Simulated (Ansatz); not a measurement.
Several settings on one geometry of BH2(CN) (CH₂BN) (that of the charge 0 singlet, PBE0-D4/def2-TZVP). Ansatz on 4 threads of Arm Neoverse V2 on a shared host; times are rough.

```xyz
5

B     0.304    0.528    0.008
H     1.492    0.506    0.059
H    -0.310    1.546   -0.028
C    -0.455   -0.790   -0.012
N    -1.031   -1.790   -0.028
```

Totals from different functionals, basis sets or treatments of relativity can't be compared as stabilities.

DK, ANO-RCC and x2c sets are all-electron and run with scalar relativity unless a key says otherwise.

The spins typed aren't always the lowest for that charge.

Question: Give the basis size and estimate the energy, ⟨S²⟩ and time of these runs.

| run | method | charge | state | further keys |
| --- | --- | --- | --- | --- |
| 1 | UKS r2SCAN50/cc-pVDZ | 0 | singlet | accuracy: high; scf: {lower_state_search: full}; forces asked |
| 2 | UKS B97M-V/aug-cc-pVDZ | 1 | doublet | point_charges: [{charge: -1.00, position_ang: [5.935, -0.467, 0.477]}]; forces asked |
| 3 | UKS PBE0-D3(BJ)/ANO-RCC-VTZP | 0 | singlet | – |

Answer: 
```json
{"run": "1", "functions": "52", "energy (Eh)": "-118.7701", "⟨S²⟩": "0.00", "wall time": "2.4 s"}
{"run": "2", "functions": "87", "energy (Eh)": "-118.5268", "⟨S²⟩": "0.76", "wall time": "3.2 s"}
{"run": "3", "functions": "118", "energy (Eh)": "-118.8162", "⟨S²⟩": "0.00", "wall time": "1.3 s"}
```
